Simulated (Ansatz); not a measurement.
# C₂F₄ (singlet): from Hartree-Fock to the top rungs, 6-31G*

One table from this session's results is given with a row withheld; the runs are named, their logs left out.

Program: Ansatz 0.2.0, Gaussian basis. Level of theory: 6-31G*, core rule «outside noble gas», up to 6 orbitals frozen. These are calculated values, not measurements.

To be run: UHF; CCSD(T) on RHF; BCCD(T) on RHF; CISD; CASSCF and MRCISD+Q, 8 electrons in 8 orbitals; CASSCF and NEVPT2, 8 electrons in 8 orbitals.

16 further runs of the same task are left out: 3 that didn't finish, 13 set aside as unsound or not needed.

### The system

The geometry is an MP2(full)/6-31G* stationary point (not a proven minimum).

6 atoms, charge 0, spin multiplicity 1.

Atoms are counted from 1 here; the program's logs count them from 0.

Bond lengths: C1–C2 1.326 Å, C1–F3 1.327 Å, C1–F4 1.327 Å, C2–F5 1.327 Å, C2–F6 1.327 Å. Angles: C2–C1–F3 123.0°, C2–C1–F4 123.0°, F3–C1–F4 114.0°, C1–C2–F5 123.0°, C1–C2–F6 123.0°, F5–C2–F6 114.0°.

Set-up of the first run:

in.yaml

```yaml
crystal:
  periodic: [false, false, false]
  atoms:
    - {symbol: C, position_ang: [0.000000, 0.000000, 0.663230]}
    - {symbol: C, position_ang: [0.000000, 0.000000, -0.663230]}
    - {symbol: F, position_ang: [0.000000, 1.112665, 1.385652]}
    - {symbol: F, position_ang: [0.000000, -1.112665, 1.385652]}
    - {symbol: F, position_ang: [0.000000, 1.112665, -1.385652]}
    - {symbol: F, position_ang: [0.000000, -1.112665, -1.385652]}
basis:
  gaussian: {orbitals: "6-31G*"}
magnetization: {spin_polarized: true, initial_magnetization: 0}
hamiltonian: {xc: hf}
output: {orbitals: {seedname: orbitals}}
```

Run with:

```bash
$ ansatz run in.yaml --threads 1 --pin off --events-out ev --progress --plain --max-ram 4160MiB --backend cpu
```

Among the steps run: UHF; CCSD(T) on RHF; BCCD(T) on RHF; CISD; CASSCF and MRCISD+Q, 8 electrons in 8 orbitals; CASSCF and NEVPT2, 8 electrons in 8 orbitals.

One of the session's tables, all rows but one given; the rest of the session is left out.

| method | from RCCSD(T) (meV) |
| --- | --- |
| RHF | +26319.0 |
| RMP2 | +1034.5 |
| CISD | +4732.3 |
| RCCSD | +695.0 |
| RCCSD(T) | 0 |
| BCCD(T) | -19.8 |
| CASSCF frontier | +23222.2 |
| NEVPT2 frontier | ? |
| MRCISD frontier | +3652.6 |
| MRCISD+Q frontier | +761.1 |

Q: Estimate the row for NEVPT2 frontier from the others.

As computed: from RCCSD(T) (meV): +1376.8. In the column «from RCCSD(T) (meV)» it lies between RMP2 (+1034.5) and MRCISD frontier (+3652.6).
